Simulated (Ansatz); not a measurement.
Compare A (`C=CC(C)F`) with its isomer B (`CC(C)=CF`).

Calculated with Ansatz (gas phase, PBE0-D4/def2-TZVP geometries, no zero-point term in ΔE). CBS: MP2 limit from def2 TZ/QZ plus the TZ coupled-cluster correction, frozen cores. Functionals use def2-TZVPP. B3LYP here is the variant with VWN-RPA as its local correlation; programs differ in this. One conformer a species, not always the lowest.

(1) Which is lower in electronic energy at CCSD(T)/CBS, and by how much? (Best estimate.)

(2) Give E(B) − E(A) in kJ/mol with CCSD/def2-TZVPP, CCSD(T)/def2-TZVPP, B3LYP, ωB97M-V, PBE-D4, B2PLYP, HF/def2-TZVPP. (Estimate.)

Largest T1 diagnostic: 0.011.

Answers

(1) Ansatz gave: B, by 5.1 kJ/mol.

(2) Ansatz gave: CCSD/def2-TZVPP -4.8, CCSD(T)/def2-TZVPP -6.0, B3LYP -9.2, ωB97M-V -7.6, PBE-D4 -16.0, B2PLYP -8.0, HF/def2-TZVPP 1.1. The order is the other way round with HF/def2-TZVPP.

In def2-TZVPP, CCSD(T) changes the Hartree–Fock value by −7.1 kJ/mol (the triples alone add −1.2 kJ/mol) and MP2 by −9.8 kJ/mol.
